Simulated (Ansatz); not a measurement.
A first try at an active-space calculation of C₂H₂O, SMILES C=C=O, using Ansatz 0.2.0, Python API.

Script `run_cas.py`:
```python
"""Static correlation in C2H2O: natural occupations of an active space."""

import ansatz as az
from ase import Atoms


def main() -> None:
    atoms = Atoms(["C", "C", "O", "H", "H"], positions=[
        (-0.331, 0.2383, -0.246),
        (0.5164, -0.4199, 0.3567),
        (1.3029, -1.0503, 0.9015),
        (-1.1621, -0.1924, -0.7077),
        (-0.2763, 1.3506, -0.3459),
    ])
    molecule = az.Crystal.molecule_from_ase(atoms)

    setup = molecule.calculation()
    setup = setup.basis(gaussian="6-31G*")
    setup = setup.hubbard("C", "p", u_eff=4.0)
    setup = setup.correlation(active_electrons=2, active_orbitals=3)
    for method in [None]:
        report = (setup if method is None else setup.correlation(method)).run(threads=1).report
        space = report["configurations"]
        state = space["states"][0]
        print(method or "casscf", f"total {report['free_energy_ev'] / 27.211386246:.6f} Ha, active-space state {state['energy']['hartree']:.6f} Ha, mean field {report['reference_energy_ev'] / 27.211386246:.6f} Ha")
        print("  determinants", state["n_determinants"], " natural occupations", [round(n, 3) for n in space["natural_occupations"]])


if __name__ == "__main__":
    main()
```

Running `python run_cas.py` prints:
```text
Traceback (most recent call last):
  File "run_cas.py", line 30, in <module>
    main()
    ~~~~^^
  File "run_cas.py", line 22, in main
    report = (setup if method is None else setup.correlation(method)).run(threads=1).report
             ~~~~~~~~~~~~~~~~~~~~~~~~~~~~~~~~~~~~~~~~~~~~~~~~~~~~~~~~~~~~^^^^^^^^^^^
  ...
ansatz.RefusalError: invalid value for `basis.gaussian`: such a run doesn't read hamiltonian.hubbard; remove what it names
```
(Library frames cut from the traceback.)

Find the fault and give the corrected script.

The fault: a Hubbard U isn't read in a Gaussian basis. The correction:

```diff
--- before
+++ after
@@ -18,3 +18,2 @@
     setup = setup.basis(gaussian="6-31G*")
-    setup = setup.hubbard("C", "p", u_eff=4.0)
     setup = setup.correlation(active_electrons=2, active_orbitals=3)
```

With that change:

Output of `python run_cas.py`:
```text
casscf total -151.742353 Ha, active-space state -151.742353 Ha, mean field -151.713865 Ha
  determinants 9  natural occupations [1.951, 0.048, 0.001]
```

Notes:
- Total energies depend on the basis set; only differences at equal settings carry meaning.
- The geometry is a force-field or estimated start, not a minimum of this method, and the basis set is short of its limit. The active space starts as a window about the frontier orbitals and is then optimised, not chosen by chemistry.
- Wall time of the script: 2 s on 1 thread of Arm Neoverse V1, on a shared host, peak memory 0.16 GiB.
